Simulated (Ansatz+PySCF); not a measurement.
Results of a calculation; reference values are marked as such.
A run of PySCF 2.14.0 on doublet C2H2(+) at this shape:

```xyz
4

C     0.0000    0.0000   -0.6217
C     0.0000    0.0000    0.6217
H     0.0000    0.0000    1.7213
H     0.0000    0.0000   -1.7213
```

Its results:

```json
{
  "Converged": "yes",
  "Reference energy": "-76.48900 hartree",
  "Correlation energy": "-0.24820 hartree",
  "Total energy": "-76.73720 hartree",
  "Spin squared of the determinant": "0.755"
}
```

(1) Which input gives this output? Name the method, the orbitals and the basis set, and write the input.

Results:

(1) UHF-MP2 in cc-pVTZ.

```python
from pyscf import gto, scf, mp

mol = gto.M(atom="""
C 0.000000 0.000000 -0.621690
C 0.000000 0.000000 0.621690
H 0.000000 0.000000 1.721330
H 0.000000 0.000000 -1.721330
""", basis='cc-pvtz', charge=1, spin=1)
mf = scf.UHF(mol)
mf.kernel()
pt = mp.MP2(mf, frozen=2).run()
print(mf.e_tot, pt.e_corr, pt.e_tot)
```

Caution: MP2 on this radical cation hangs on the determinant chosen.
